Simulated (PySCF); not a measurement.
**How well do the runs reproduce experiment for C3H3NS?**

**What was measured.**

From NIST CCCBDB Release 22 (SRD 101), experimental dipoles, for the gas: dipole moment (microwave Stark effect) 1.62 D.

The results are set against them at the end.

C3H3NS.
SMILES with atom numbers: `[cH:1]1[cH:2][s:3][cH:4][n:5]1` (hydrogens: H6 on C1; H7 on C2; H8 on C4)

Geometry (BHandHLYP/def2-SVP, Å), atoms numbered from 1 in this order:
```xyz
8
C3H3NS angstrom
C      0.760    0.237   -0.211
C      0.860    0.022    1.126
S     -0.687   -0.365    1.762
C     -1.342   -0.205    0.174
N     -0.491    0.107   -0.738
H      1.589    0.497   -0.858
H      1.740    0.070    1.750
H     -2.399   -0.361   -0.008
```

The PySCF runs (gas phase, on this BHandHLYP/def2-SVP geometry; no spin–orbit coupling):

| level | job | basis functions | wall time |
| --- | --- | --- | --- |
| BHandHLYP/def2-SVP, grid level 1 | geometry optimisation from a GFN2-xTB start | 89 | 17 s |

Hardware: Arm Neoverse V1, one thread (shared host).

## Comparison

**Dipole moment.** Measured: 1.62 D (NIST CCCBDB Release 22 (SRD 101), experimental dipoles).

```json
{"level": "BHandHLYP/def2-SVP", "computed (D)": "1.58", "computed − measured (D)": "-0.04", "% (from the printed values)": "-2"}
```

The computed dipoles belong to one fixed geometry; measured ones are averaged over vibrations unless marked μe. Magnitudes are compared, not signs.

The geometry is computed, not the measured one. Where a level misses, the cause wasn't examined.
